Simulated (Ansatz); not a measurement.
BH$_{2}$O (`B[O]`) radical, relaxed with UKS PBE-D4/def2-SVP in the Gaussian-basis code of Ansatz from a rough embedded geometry. The force threshold is 0.03 eV/Å; the program also tests the step.

Charge 0, multiplicity 2.

Start:

```xyz
4

B     0.017   -0.012    0.038
O     0.344    0.781   -1.070
H     0.012    0.395    1.196
H    -0.374   -1.164   -0.164
```

Problem. By how much does the energy fall, and how many steps does the optimiser take? (Estimate.)

Solution. Ansatz gave: 7.64 kcal/mol, in 4 steps.

Problem. Which bonds change most? (Estimate.)

Solution. The calculation gave: B1–O2 from 1.401 to 1.275 Å; B1–H3 from 1.227 to 1.244 Å; B1–H4 from 1.234 to 1.244 Å.

Problem. Give the relaxed structure. (Estimate.)

Solution. Computed: 
```xyz
4

B     0.004    0.008   -0.011
O     0.331    0.754   -0.992
H     0.031    0.407    1.167
H    -0.365   -1.169   -0.164
```
